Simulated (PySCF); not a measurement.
**C5H8N: g tensor and hyperfine couplings**

Compound: C₅H₈N (doublet state).
Z-matrix (Å and degrees, GFN2-xTB geometry), rows numbered from 1:
```
C 
N   1  1.4383
C   2  1.4720  1  115.25
C   3  1.4782  2  102.86  1  -134.10
C   4  1.3093  3  114.46  2     1.30
C   2  1.4715  1  114.31  3  -128.07
H   1  1.0903  2  108.59  3  -175.78
H   1  1.1018  2  113.34  3    63.75
H   1  1.0897  2  109.14  3   -57.59
H   3  1.0978  2  112.22  1   -13.41
H   3  1.0954  2  109.55  1   106.99
H   5  1.0723  4  129.24  3   179.36
H   6  1.0965  2  109.43  1  -102.42
H   6  1.0985  2  111.87  1    17.83
```

The hyperfine couplings belong to this conformer and change with its torsions.

The species is `CN1C[C]=CC1` [radical].

Level of theory: PySCF, UKS B3LYP, pcH-1 on C H N, non-relativistic, mean-field spin-orbit, GIAO. Geometry: GFN2-xTB; no solvent, vibrations or thermal averaging. Couplings are sensitive to structure, and on GFN2-xTB geometries they can be far from those on DFT ones. Stability of the SCF solution: not tested.

* g1, g2, g3: 2.00181, 2.00216, 2.00259
* g_iso: 2.00219
* Form of g: rhombic: the two nearest values differ by 46 % of g3 − g1
* ⟨S²⟩: 0.7593 (exact 0.7500)
* Basis functions: 230

Hyperfine couplings atom by atom, in MHz; T1 to T3 are the principal values of the dipolar part:

| atom | isotope | a_iso | T1 | T2 | T3 | Mulliken spin population |
| --- | --- | --- | --- | --- | --- | --- |
| C1 | 13C | -2.2 | -1.0 | -0.9 | 1.9 | 0.00 |
| N2 | 14N | 5.2 | -4.0 | -3.5 | 7.4 | 0.05 |
| C3 | 13C | 48.7 | -7.1 | -6.5 | 13.6 | -0.01 |
| C4 | 13C | 410.5 | -77.3 | -56.4 | 133.6 | 0.99 |
| C5 | 13C | 24.3 | -21.3 | 1.6 | 19.7 | -0.13 |
| C6 | 13C | 64.5 | -7.2 | -5.6 | 12.8 | 0.07 |
| H7 | 1H | 15.3 | -1.6 | -0.5 | 2.2 | 0.01 |
| H8 | 1H | 3.9 | -1.8 | -1.2 | 3.0 | 0.00 |
| H9 | 1H | -0.4 | -1.6 | -1.0 | 2.6 | 0.00 |
| H10 | 1H | 11.2 | -7.3 | -5.0 | 12.3 | 0.00 |
| H11 | 1H | 3.2 | -7.0 | -4.7 | 11.8 | 0.00 |
| H12 | 1H | 41.7 | -6.3 | -4.8 | 11.1 | 0.02 |
| H13 | 1H | -11.4 | -3.9 | -1.9 | 5.8 | -0.01 |
| H14 | 1H | -2.6 | -3.8 | -1.4 | 5.2 | 0.00 |

The Mulliken spin populations are largest on C4 (+0.99), C5 (-0.13) and C6 (+0.07). No atom but C4 exceeds +0.15. The positive populations add up to 1.15 and the negative ones to -0.15, together 2S = 1.

Under fast tumbling the dipolar parts average out, and these isotropic splittings remain: 1 × 1H (H12, I = 1/2, 2 lines) with 1.49 mT, 2 × 1H (H10/H11, I = 1/2, 3 lines) with 0.26 mT, 2 × 1H (H13/H14, I = 1/2, 3 lines) with 0.25 mT, 3 × 1H (H7/H8/H9, I = 1/2, 4 lines) with 0.22 mT and 1 × 14N (N2, I = 1, 3 lines) with 0.19 mT.

Nuclei that the bonding pattern makes equivalent are averaged, as if the motion that swaps them (rotation, inversion, ring flip) were fast. The three 1H nuclei of mean +6.3 MHz run from -0.4 to 15.3 MHz in the frozen geometry. The 1H value of -7.0 MHz is a mean of couplings from -11.4 to -2.6 MHz in this one geometry, not an average over conformers. The 1H value of +7.2 MHz is a mean of couplings from 3.2 to 11.2 MHz in this one geometry, not an average over conformers.

The 13C coupling of C4 (410.5 MHz) shows only in satellite lines or after enrichment, since that isotope makes up about 1.07 % of natural carbon.

The spin density at the nucleus, in bohr⁻³, is negative for C1 (-0.0020), for instance. A restricted open-shell determinant has no negative spin density anywhere; here it arises because α and β orbitals differ (spin polarisation).
